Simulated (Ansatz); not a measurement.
# SiH$_{3}$, doublet: reading a ladder of total energies

Geometry: MP2(full)/6-31G*, from the G2/97 set.

| atom | x (Å) | y (Å) | z (Å) |
| --- | --- | --- | --- |
| Si | 0.0000 | 0.0000 | 0.0437 |
| H | 0.0000 | 1.4133 | -0.4057 |
| H | 1.2239 | -0.7066 | -0.4057 |
| H | -1.2239 | -0.7066 | -0.4057 |

Basis cc-pV(Q+d)Z; Ansatz 0.2.0. Only valence electrons are correlated (noble-gas cores frozen), which leaves 7 electrons in 149 orbitals. R marks a restricted (for open shells ROHF) determinant, U an unrestricted one.

Full CI isn't at hand for all of this; UCCSDT(Q) serves as the reference, and is uncertain by about the last step of the cluster series.

Runs differ by some tens of microhartree through their thresholds and, for an open shell, their frozen cores, so steps under 0.03 kcal/mol mean nothing.

| level | total energy (hartree) |
| --- | --- |
| UHF | -290.646169 |
| UMP2 | -290.770552 |
| UCCSD | -290.795031 |
| UCCSD(T) | -290.798973 |
| UCCSDT | -290.799765 |
| UCCSDT(Q) | -290.799869 |

Problem. What is the correlation energy at UCCSDT(Q), and what share of it do UMP2 and UCCSDT recover?

Solution. E(corr) = -290.799869 − (-290.646169) = -0.153700 hartree = -4.182 eV. UMP2: -0.124383 / -0.153700 = 80.93 %. UCCSDT: -0.153596 / -0.153700 = 99.93 %.

Problem. By how many kcal/mol does UCCSD(T) miss UCCSDT(Q) (1 hartree = 627.509 kcal/mol), and which steps make up the rest?

Solution. -290.798973 − (-290.799869) = 0.000896 hartree = 0.56 kcal/mol. Steps: UCCSDT − UCCSD(T) = -0.50, UCCSDT(Q) − UCCSDT = -0.07 kcal/mol. That is within 1 kcal/mol of the reference in this basis, which itself misses far more of the correlation at the basis-set limit.
